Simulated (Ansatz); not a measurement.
A nudged elastic band was laid between two geometries of CH₄BO (7 atoms, charge 0, multiplicity 2).

Method: UKS BHLYP-D4/def2-SVP in Ansatz.

```json
{"movable images": "5", "climbing image": "yes", "spring": "5.0 eV/Å²", "optimiser": "quadratic models (default)", "start path": "through a guess of the saddle point", "force threshold": "0.03 eV/Å", "iteration limit": "60", "end points": "relaxed"}
```

Image 0:

```xyz
7
Properties=species:S:1:pos:R:3
C -0.721 0.395 -0.334
B 0.565 -0.483 -0.238
O 1.303 -0.606 0.865
H -1.589 -0.244 -0.528
H -0.655 1.091 -1.175
H -0.899 0.962 0.588
H 2.057 -1.184 0.776
```

Image 6:

```xyz
7
Properties=species:S:1:pos:R:3
C -0.697 0.461 -0.294
B 0.758 0.086 0.124
O 1.126 -1.129 0.531
H -1.354 -0.417 -0.327
H -0.712 0.958 -1.269
H -1.108 1.179 0.425
H 2.048 -1.207 0.765
```

(1) What changes between the two ends?

(2) What energy profile does the band end with?

(3) What is the geometry of the highest image?

(4) What are the harmonic wavenumbers there?

Answers

(1) No bond is made or broken. The dihedral H4–C1–B2–O3 goes from -116 to -7°. The two ends are copies of one structure, up to a mirror image or an exchange of like atoms.

(2) It converged. The highest image is number 3 of 0 to 6, 0.010 eV above the ends, which have the same energy within 2 meV. A vibrational analysis at the climbing image gives one clearly imaginary mode, 108i cm⁻¹: a first-order saddle point.

```
image  path coordinate (Å)  energy (eV)  dihedral H4–C1–B2–O3 (°)
    0                 0.00        0.000                      -116
    1                 0.22        0.001                       -99
    2                 0.44        0.006                       -79
    3                 0.66        0.010                       -59
    4                 0.87        0.007                       -39
    5                 1.09        0.002                       -22
    6                 1.30        0.000                        -7
```

(3) 
```xyz
7
Properties=species:S:1:pos:R:3
C -0.684 0.447 -0.355
B 0.751 -0.149 -0.212
O 1.119 -0.906 0.824
H -1.415 -0.372 -0.359
H -0.829 1.047 -1.255
H -0.905 1.071 0.520
H 2.024 -1.207 0.792
```

(4) 108i, 383, 537, 771, 882, 898, 1118, 1339, 1460, 1473, 1491, 3099, 3176, 3228, 4018 cm⁻¹.

Time of the run: 2.5 min on 1 thread of Arm Neoverse N1, on a shared host, peak memory 0.13 GiB.
